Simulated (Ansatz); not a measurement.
**BFH2S: taking an electron away**

An exercise on one series of results from a longer session: the logs are not shown, and one member is left open.

Computed with Ansatz 0.2.0, Gaussian basis. Level: unrestricted cation, the program's frozen cores in correlated methods.

The runs, in order: UKS PBE-D4/def2-TZVPP; UKS r2SCAN-D4/def2-TZVPP; UKS PBE0-D4/def2-TZVPP; UKS B3LYP-D4/def2-TZVPP; UKS wB97X-V/def2-TZVPP; UKS wB97M-V/def2-TZVPP; UKS B2PLYP/def2-TZVPP; UHF-CCSD(T)/def2-TZVPP; UHF-MP2/def2-QZVPP; extrapolation to the limit; then −ε(HOMO) from the neutral's earlier runs with LDA (SPW92), PBE-D4, revPBE-D4, BLYP-D4, r2SCAN-D4, B97M-V, PBE0-D4, B3LYP-D4, r2SCANh-D4, r2SCAN0-D4, HSE06-D4, BHLYP-D4, CAM-B3LYP-D4, LC-ωPBE, ωB97X-V, ωB97M-V.

## The relaxed structure

All runs share one geometry, relaxed beforehand with PBE0-D4 in a triple-zeta def2 set.

SMILES `FBS`, 5 atoms, charge 0, spin multiplicity 1.

Atoms are counted from 1 here; the program's logs count them from 0.

Bond lengths: F1–B2 1.322 Å, B2–S3 1.794 Å, B2–H4 1.194 Å, S3–H5 1.342 Å. Angles: F1–B2–S3 117.9°, F1–B2–H4 119.5°, S3–B2–H4 122.6°, B2–S3–H5 94.9°.

The first run:

The input, in.yaml:

```yaml
crystal:
  periodic: [false, false, false]
  atoms:
    - {symbol: F, position_ang: [-1.119107, -0.905887, -1.069200]}
    - {symbol: B, position_ang: [-0.412799, -0.339131, -0.106107]}
    - {symbol: S, position_ang: [0.972370, 0.698626, -0.579391]}
    - {symbol: H, position_ang: [-0.712014, -0.530924, 1.033689]}
    - {symbol: H, position_ang: [1.321449, 1.003717, 0.679609]}
basis:
  gaussian: {orbitals: def2-TZVPP}
total_charge: 1
magnetization: {spin_polarized: true, initial_magnetization: 1}
hamiltonian: {xc: pbe, dispersion: d4}
```

Steps of the session up to this table: Cation, UKS PBE-D4/def2-TZVPP; Cation, UKS r2SCAN-D4/def2-TZVPP; Cation, UKS PBE0-D4/def2-TZVPP; Cation, UKS B3LYP-D4/def2-TZVPP; Cation, UKS wB97X-V/def2-TZVPP; Cation, UKS wB97M-V/def2-TZVPP; Cation, UKS B2PLYP (frozen core)/def2-TZVPP; Cation, UHF-CCSD(T)/def2-TZVPP; Cation, UHF-MP2/def2-QZVPP.

One table of the session follows, with a row left open; its other results are not shown here.

Orbital estimates, from the neutral's runs:

```
  functional  −ε(HOMO) (eV)
 LDA (SPW92)           7.29
      PBE-D4           7.14
   revPBE-D4           7.08
     BLYP-D4              ?
   r2SCAN-D4           7.42
      B97M-V           7.48
     PBE0-D4           8.36
    B3LYP-D4           8.10
  r2SCANh-D4           7.87
  r2SCAN0-D4           8.54
    HSE06-D4           7.95
    BHLYP-D4           9.41
CAM-B3LYP-D4           9.67
     LC-ωPBE          11.09
     ωB97X-V          10.70
     ωB97M-V          10.54
```

Q: Estimate the row for BLYP-D4 from the others.

Worked estimate for «−ε(HOMO) (eV)». Against the share of exact exchange, B3LYP-D4 (0.2, 8.10), BHLYP-D4 (0.5, 9.41) give a slope of 4.37 per unit share; at 0 the line stands at 7.23.

The run gave: −ε(HOMO) (eV): 6.96. In «−ε(HOMO) (eV)» the line misses by +0.27.

Caveats from the session: The cation may have settled in a state other than its lowest; no search over hole states beyond the program's own was made.
